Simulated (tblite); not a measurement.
Compound: C3H5N3.
Bonds: C1–N2, N2–N3 (aromatic), N3–C4 (aromatic), C4–C5 (aromatic), C5–N6 (aromatic), N2–N6 (aromatic). Hydrogens: H7, H8, H9 on C1; H10 on C4; H11 on C5.

Computed with GFN2-xTB (tblite), gas phase: L-BFGS steps from a force-field or distance-geometry start until the largest atomic force falls under 0.01 eV/Å.

Step 0: E = -481.7535 eV
```
atom  x, y, z in Å  |  force x, y, z in eV/Å
C1     -1.8567   -0.0768   -0.0127   -0.234   1.312  -0.438
N2     -0.4231   -0.0299   -0.0104    3.394  -0.381   0.231
N3      0.3922   -1.0775    0.1848   -0.663  -0.682  -0.010
C4      1.6598   -0.6489    0.1193   -0.264  -0.979   0.328
C5      1.6282    0.7023   -0.0907   -1.870   1.412  -0.390
N6      0.3148    1.0744   -0.1782    0.405  -0.019   0.008
H7     -2.2545    0.4385    0.8852    0.251  -0.390  -0.238
H8     -2.2876   -1.0838   -0.0828    0.602   0.325  -0.023
H9     -2.1791    0.5661   -0.8785    0.111  -0.731   0.583
H10     2.5674   -1.2668    0.2444   -1.199   0.275  -0.094
H11     2.4441    1.4050   -0.2063   -0.533  -0.142   0.041
```

Question: Estimate the geometry and energy of step 1. (The exact step hangs on the optimiser's Hessian estimate; all steps are aligned on step 0, rigid shifts and turns removed.)

Answer: E = -481.9435 eV, largest force 1.024 eV/Å
```
atom  x, y, z in Å  |  force x, y, z in eV/Å
C1     -1.8600   -0.0581   -0.0190    0.989   0.263  -0.039
N2     -0.3746   -0.0354   -0.0071   -0.148  -0.035   0.082
N3      0.3827   -1.0873    0.1847    0.489  -0.660   0.041
C4      1.6561   -0.6629    0.1240   -0.778   0.405   0.048
C5      1.6015    0.7225   -0.0962   -0.154  -0.267  -0.056
N6      0.3206    1.0742   -0.1781   -0.134   0.346  -0.059
H7     -2.2509    0.4329    0.8818    0.250  -0.192  -0.069
H8     -2.2790   -1.0791   -0.0831    0.652   0.523  -0.028
H9     -2.1775    0.5557   -0.8702    0.052  -0.279   0.077
H10     2.5502   -1.2629    0.2431   -0.680  -0.018  -0.025
H11     2.4364    1.4030   -0.2057   -0.538  -0.088   0.027
```

The energy changes by -0.1900 eV. The first-order estimate −F·Δx gives -0.3571 eV and the mean of the old and new forces, exact on a quadratic surface, -0.1898 eV. The step makes an angle of 0° with the force vector and moves no atom by more than 0.049 Å.

Run on one thread, Arm Neoverse V2, on a shared host.
